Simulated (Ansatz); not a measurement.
# CHN (singlet): from Hartree-Fock to the top rungs at distance C2–H3 = 1.448 Å, 6-31G

An exercise on one series of results from a longer session: the logs are not shown, and one member is left open.

Computed with Ansatz 0.2.0, Gaussian basis. Level: 6-31G, core rule «outside noble gas», up to 2 orbitals frozen.

Plan: UHF; CCSD(T) on RHF; BCCD(T) on RHF; CISD; CCSDT(Q) on RHF; CCSDTQ on RHF; CASSCF and MRCISD+Q, 2 electrons in 2 orbitals; CASSCF and NEVPT2, 2 electrons in 2 orbitals; CASSCF and MRCISD+Q, 10 electrons in 9 orbitals; CASSCF and NEVPT2, 10 electrons in 9 orbitals; Full CI.

16 further runs of the same task are left out: 13 that didn't finish, 3 set aside as unsound or not needed.

### What is computed

The geometry derives from a PBE0/def2-TZVP stationary point (not a proven minimum). One bond is set to the value named and the two fragments are kept rigid.

3 atoms, charge 0, spin multiplicity 1.

Atoms are counted from 1 here; the program's logs count them from 0.

Bond lengths: N1–C2 1.146 Å.

Set-up of the first run:

The input, in.yaml:

```yaml
crystal:
  periodic: [false, false, false]
  atoms:
    - {symbol: N, position_ang: [0.000000, 0.000000, -1.246404]}
    - {symbol: C, position_ang: [0.000000, 0.000000, -0.100798]}
    - {symbol: H, position_ang: [0.000000, 0.000000, 1.347202]}
basis:
  gaussian: {orbitals: 6-31G}
magnetization: {spin_polarized: true, initial_magnetization: 0}
hamiltonian: {xc: hf}
output: {orbitals: {seedname: orbitals}}
```

Command:

```
> ansatz run in.yaml --threads 1 --pin off --events-out ev --progress --plain --max-ram 2393MiB
```

Among the steps run: UHF; CCSD(T) on RHF; BCCD(T) on RHF; CISD; CCSDT(Q) on RHF; CCSDTQ on RHF; CASSCF and MRCISD+Q, 2 electrons in 2 orbitals; CASSCF and NEVPT2, 2 electrons in 2 orbitals; CASSCF and MRCISD+Q, 10 electrons in 9 orbitals; CASSCF and NEVPT2, 10 electrons in 9 orbitals; Full CI.

One table of the session follows, with a row left open; its other results are not shown here.

It belongs to the step «Misses and costs». 

```
          method  from FCI (kJ/mol)
             RHF             +616.6
            RMP2              +39.7
            CISD              +72.9
           RCCSD              +24.3
        RCCSD(T)               +3.8
         BCCD(T)               +3.8
          RCCSDT               +3.8
       RCCSDT(Q)               -0.1
         RCCSDTQ                  ?
     CASSCF pair             +535.9
     NEVPT2 pair              +47.7
     MRCISD pair              +58.3
   MRCISD+Q pair              +13.0
  CASSCF valence             +163.9
  NEVPT2 valence              +38.5
  MRCISD valence               +5.5
MRCISD+Q valence               +1.5
             FCI                  0
```

Q: Estimate the row for RCCSDTQ from the others.

**Answer.** from FCI (kJ/mol): +0.5. In the column «from FCI (kJ/mol)» it lies between FCI (0) and MRCISD+Q valence (+1.5).
